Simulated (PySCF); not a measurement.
PySCF input (HF/def2-TZVPD):

```python
from pyscf import gto, scf, dft

mol = gto.M(
    atom='''
    C     0.00080378   -0.02177211    0.41324146
    C    -0.00024699   -0.78565312   -0.85206570
    C    -0.00289049    0.75882242   -0.86330175
    C     0.00340449   -0.09814573    1.74489492
    H    -0.90817693   -1.28775662   -1.19152984
    H     0.90811688   -1.28467239   -1.19490016
    H     0.90395000    1.25679477   -1.21086112
    H    -0.91270055    1.25370994   -1.20749014
    H     0.00238584    0.94241549    2.14816769
    ''',
    basis='def2-tzvpd',
    charge=-1,
    spin=0,
    verbose=4,
)

mf = scf.RHF(mol).density_fit(auxbasis='def2-universal-jkfit')
mf.conv_tol = 1e-9
mf.max_cycle = 100
mf.max_memory = 1500
mf.kernel()
if not mf.converged:
    mf = mf.newton()
    mf.kernel(mf.make_rdm1())
mf.analyze()
```

Output:

```
PySCF version 2.14.0

[INPUT] verbose = 4
[INPUT] num. atoms = 9
[INPUT] num. electrons = 30
[INPUT] charge = -1
[INPUT] spin (= nelec alpha-beta = 2S) = 0
[INPUT] symmetry False subgroup None
[INPUT] Mole.unit = angstrom
[INPUT] Symbol           X                Y                Z      unit          X                Y                Z       unit  Magmom
[INPUT]  1 C      0.000803780000  -0.021772110000   0.413241460000 AA    0.001518924064  -0.041143325054   0.780913182715 Bohr   0.0
[INPUT]  2 C     -0.000246990000  -0.785653120000  -0.852065700000 AA   -0.000466743456  -1.484669225710  -1.610170813136 Bohr   0.0
[INPUT]  3 C     -0.002890490000   0.758822420000  -0.863301750000 AA   -0.005462234466   1.433966550980  -1.631403870358 Bohr   0.0
[INPUT]  4 C      0.003404490000  -0.098145730000   1.744894920000 AA    0.006433553694  -0.185468549996   3.297373514945 Bohr   0.0
[INPUT]  5 H     -0.908176930000  -1.287756620000  -1.191529840000 AA   -1.716205670348  -2.433507326896  -2.251665066847 Bohr   0.0
[INPUT]  6 H      0.908116880000  -1.284672390000  -1.194900160000 AA    1.716092192295  -2.427678976890  -2.258034048599 Bohr   0.0
[INPUT]  7 H      0.903950000000   1.256794770000  -1.210861120000 AA    1.708217930301   2.374997910086  -2.288195891684 Bohr   0.0
[INPUT]  8 H     -0.912700550000   1.253709940000  -1.207490140000 AA   -1.724754073240   2.369168426245  -2.281825662713 Bohr   0.0
[INPUT]  9 H      0.002385840000   0.942415490000   2.148167690000 AA    0.004508584177   1.780907171648   4.059448603740 Bohr   0.0

nuclear repulsion = 101.291931873266
number of shells = 77
number of NR pGTOs = 263
number of NR cGTOs = 193
basis = def2-tzvpd
ecp = {}

******** <class 'pyscf.df.df_jk.DFRHF'> ********
method = DFRHF
initial guess = minao
damping factor = 0
level_shift factor = 0
DIIS = <class 'pyscf.scf.diis.CDIIS'>
diis_start_cycle = 1
diis_space = 8
diis_damp = 0
SCF conv_tol = 1e-09
SCF conv_tol_grad = None
SCF max_cycles = 100
direct_scf = False
Set gradient conv threshold to 3.16228e-05
Initial guess from minao.
******** <class 'pyscf.df.df.DF'> ********
auxbasis = def2-universal-jkfit
init E= -155.043822673808
  HOMO = -0.169834231822136  LUMO = 0.0532192054868082  gap/eV = 6.06959
cycle= 1 E= -154.198268374651  delta_E= 0.846  |g|= 0.435  |ddm|= 2.77
  HOMO = 0.0122849495979729  LUMO = 0.190678181607666  gap/eV = 4.85433
cycle= 2 E= -154.257578146954  delta_E= -0.0593  |g|= 0.236  |ddm|= 3.11
  HOMO = -0.0747463809487492  LUMO = 0.201326011343733  gap/eV = 7.51231
cycle= 3 E= -154.273322160483  delta_E= -0.0157  |g|= 0.0632  |ddm|= 0.886
  HOMO = -0.0770035516406864  LUMO = 0.201571122710856  gap/eV = 7.58040
cycle= 4 E= -154.275362619099  delta_E= -0.00204  |g|= 0.0204  |ddm|= 0.46
  HOMO = -0.0745183312159874  LUMO = 0.201593433949825  gap/eV = 7.51338
cycle= 5 E= -154.27555448841  delta_E= -0.000192  |g|= 0.00749  |ddm|= 0.112
  HOMO = -0.0756004625247435  LUMO = 0.201539918637827  gap/eV = 7.54137
cycle= 6 E= -154.275615711902  delta_E= -6.12e-05  |g|= 0.0036  |ddm|= 0.115
  HOMO = -0.0762488114800561  LUMO = 0.201705180842311  gap/eV = 7.56351
cycle= 7 E= -154.275626626712  delta_E= -1.09e-05  |g|= 0.001  |ddm|= 0.066
  HOMO = -0.0764264374495127  LUMO = 0.201790616015701  gap/eV = 7.57067
[...]
cycle= 11 E= -154.275627752078  delta_E= -7.76e-10  |g|= 1.01e-05  |ddm|= 0.000722
  HOMO = -0.076470443727338  LUMO = 0.201807735511308  gap/eV = 7.57233
Extra cycle  E= -154.275627752163  delta_E= -8.56e-11  |g|= 5.38e-06  |ddm|= 0.000158
converged SCF energy = -154.275627752163
**** SCF Summaries ****
Total Energy =                        -154.275627752163246
Nuclear Repulsion Energy =             101.291931873265682
One-electron Energy =                 -413.744961563480729
Two-electron Energy =                  158.177401938051815
Two-electron Coulomb Energy =          180.812742621603121
DFT Exchange-Correlation Energy =      -22.635340683551306
HOMO-LUMO gap [eV] =                     7.572334956205560
**** MO energy ****
MO #1   energy= -11.0457528861852  occ= 2
MO #2   energy= -11.0412330616781  occ= 2
MO #3   energy= -11.0094363171037  occ= 2
MO #4   energy= -10.9653959460705  occ= 2
MO #5   energy= -0.93229984803725  occ= 2
MO #6   energy= -0.712876610318659 occ= 2
MO #7   energy= -0.641680406484568 occ= 2
MO #8   energy= -0.512502118940287 occ= 2
MO #9   energy= -0.451347560776892 occ= 2
MO #10  energy= -0.36082264171035  occ= 2
MO #11  energy= -0.334903542754176 occ= 2
MO #12  energy= -0.264464490403611 occ= 2
MO #13  energy= -0.226552081148263 occ= 2
MO #14  energy= -0.119353567919028 occ= 2
MO #15  energy= -0.076470443727338 occ= 2
MO #16  energy= 0.201807735511308  occ= 0
MO #17  energy= 0.223044574603257  occ= 0
MO #18  energy= 0.249645514129457  occ= 0
MO #19  energy= 0.265330911084739  occ= 0
MO #20  energy= 0.269820441909747  occ= 0
MO #21  energy= 0.294126102482411  occ= 0
MO #22  energy= 0.316429096559675  occ= 0
MO #23  energy= 0.33254557715678   occ= 0
MO #24  energy= 0.348657016767992  occ= 0
MO #25  energy= 0.354052873999724  occ= 0
MO #26  energy= 0.3694339051908    occ= 0
MO #27  energy= 0.374099319325283  occ= 0
MO #28  energy= 0.389641567000806  occ= 0
MO #29  energy= 0.411441462035296  occ= 0
MO #30  energy= 0.414386746101503  occ= 0
MO #31  energy= 0.418047911036555  occ= 0
MO #32  energy= 0.451412658826859  occ= 0
MO #33  energy= 0.459093223875053  occ= 0
MO #34  energy= 0.470582010289717  occ= 0
MO #35  energy= 0.479349161199854  occ= 0
MO #36  energy= 0.48762585668323   occ= 0
MO #37  energy= 0.494857736215497  occ= 0
MO #38  energy= 0.496009941681407  occ= 0
MO #39  energy= 0.51498691171118   occ= 0
MO #40  energy= 0.540810243621576  occ= 0
MO #41  energy= 0.54172910993388   occ= 0
MO #42  energy= 0.555625218892865  occ= 0
MO #43  energy= 0.562297450634423  occ= 0
MO #44  energy= 0.564733887782811  occ= 0
MO #45  energy= 0.570402221961457  occ= 0
MO #46  energy= 0.580838605285349  occ= 0
MO #47  energy= 0.599434689414384  occ= 0
MO #48  energy= 0.602711118010731  occ= 0
MO #49  energy= 0.609731858545378  occ= 0
MO #50  energy= 0.615655147840987  occ= 0
MO #51  energy= 0.630241805787836  occ= 0
MO #52  energy= 0.639748755978674  occ= 0
MO #53  energy= 0.650996882656031  occ= 0
MO #54  energy= 0.653322116382794  occ= 0
MO #55  energy= 0.661729131119304  occ= 0
MO #56  energy= 0.684903112860662  occ= 0
MO #57  energy= 0.689897731622342  occ= 0
MO #58  energy= 0.699173013865229  occ= 0
MO #59  energy= 0.712652929246622  occ= 0
MO #60  energy= 0.735461673823866  occ= 0
MO #61  energy= 0.736140316854628  occ= 0
MO #62  energy= 0.778945416129091  occ= 0
MO #63  energy= 0.796267827921537  occ= 0
MO #64  energy= 0.806741505115558  occ= 0
MO #65  energy= 0.808789297301328  occ= 0
MO #66  energy= 0.827514782079434  occ= 0
MO #67  energy= 0.869363117247641  occ= 0
MO #68  energy= 0.897230705583782  occ= 0
MO #69  energy= 0.912812135862351  occ= 0
MO #70  energy= 0.916315838878587  occ= 0
MO #71  energy= 0.938908022465356  occ= 0
MO #72  energy= 0.942205665830859  occ= 0
MO #73  energy= 0.947565883070504  occ= 0
MO #74  energy= 0.960268678204314  occ= 0
MO #75  energy= 1.00254711656757   occ= 0
MO #76  energy= 1.00261494603393   occ= 0
MO #77  energy= 1.01319981285072   occ= 0
MO #78  energy= 1.03658885110735   occ= 0
MO #79  energy= 1.03713680669879   occ= 0
MO #80  energy= 1.05093800914514   occ= 0
MO #81  energy= 1.07855601168665   occ= 0
MO #82  energy= 1.12515295503119   occ= 0
MO #83  energy= 1.13664700670302   occ= 0
MO #84  energy= 1.20858517742889   occ= 0
MO #85  energy= 1.22925957963935   occ= 0
MO #86  energy= 1.28441223256663   occ= 0
MO #87  energy= 1.29456044051244   occ= 0
MO #88  energy= 1.35603534309222   occ= 0
MO #89  energy= 1.42005700783129   occ= 0
MO #90  energy= 1.42929017255623   occ= 0
MO #91  energy= 1.46191613063409   occ= 0
MO #92  energy= 1.50660629198262   occ= 0
MO #93  energy= 1.52305030427941   occ= 0
MO #94  energy= 1.57007654986783   occ= 0
MO #95  energy= 1.58298529006665   occ= 0
MO #96  energy= 1.61297120615464   occ= 0
MO #97  energy= 1.61640453228522   occ= 0
MO #98  energy= 1.66435807428126   occ= 0
MO #99  energy= 1.66858331786713   occ= 0
MO #100 energy= 1.75526259010326   occ= 0
MO #101 energy= 1.77398019362501   occ= 0
MO #102 energy= 1.79226631882471   occ= 0
MO #103 energy= 1.90196713375797   occ= 0
MO #104 energy= 2.003298392985     occ= 0
MO #105 energy= 2.10502338854426   occ= 0
MO #106 energy= 2.1523260132939    occ= 0
MO #107 energy= 2.17165153033755   occ= 0
[...]
```

It need not be the lowest isomer of its formula. Whether it binds its extra electron was not tested at this geometry.
